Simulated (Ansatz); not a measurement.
Born–Oppenheimer molecular dynamics of ClH2SSi (5 atoms, charge -1, multiplicity 1). It starts from a relaxed structure.

Level of theory: RKS B3LYP/def2-SVP in Ansatz.

```
ensemble                      : NVE (velocity Verlet)
time step                     : 0.5 fs
steps asked                   : 300
starting velocities drawn for : 500 K
masses                        : H 3.016 u
seed                          : 987496
```

First frame:

```xyz
5
Properties=species:S:1:pos:R:3
S -1.401 -0.511 0.075
Si 0.833 -0.223 -0.364
Cl 1.262 1.839 0.486
H -1.848 -0.143 -1.151
H 1.154 -0.962 0.954
```

(1) How far do the bonds stretch over the last three quarters of this one trajectory? (Pairs bonded in most of those frames.)

Answers

(1) 
```csv
bond,mean (Å),spread (Å),shortest,longest
S1–Si2,2.306,0.031,2.26,2.35
S1–H4,1.357,0.015,1.33,1.38
Si2–Cl3,2.273,0.021,2.24,2.30
Si2–H5,1.547,0.022,1.51,1.59
```

Mean temperature of the second half: 300 K. The conserved energy stayed within 0.014 meV per atom of its start (net change 0.0036 meV per atom), so the integration is sound. A run of 0.15 ps of so small a system gives no equilibrium averages. Limits of this set-up: an anion without diffuse functions.

Time of the run: 7.3 min on 1 thread of Arm Neoverse V2, on a shared host, peak memory 0.094 GiB.
